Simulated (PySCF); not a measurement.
**Shieldings and the share of exact exchange**

Molecule: SMILES NC(=O)CS, C₂H₅NOS.

Mapped SMILES: `[NH2:1][C:2](=[O:3])[CH2:4][SH:5]`. Each H is labelled by its parent atom. Ha(N1) is cis to the C=O or C=S heteroatom; Hb(N1) is trans to the C=O or C=S heteroatom.

GIAO shieldings (ppm, equivalent atoms averaged) in PySCF on the PBE0-D3(BJ)/def2-SVP geometry, basis pcSseg-2, gas phase, non-relativistic:

| functional | exact exchange (%) | σ(N1) |
| --- | --- | --- |
| BLYP | 0 | 138.9 |
| BP86 | 0 | 141.5 |
| PBE | 0 | 141.8 |
| B3LYP | 20 | 144.0 |
| PBE0 | 25 | 148.1 |
| mPW1PW91 | 25 | 147.3 |
| HF | 100 | 164.8 |

(1) Fit each shielding as a line in the percentage of exact exchange.

(2) What does the line predict for BHandHLYP (50 %), and what does the run give?

Results:

(1) σ(N1) = 140.8 + 0.24 x (rms 1.2 ppm). The functionals also differ in their semilocal parts, which the line can't hold; Hartree–Fock has no correlation at all.

(2) σ(N1): 152.8 predicted, 151.8 computed ppm.
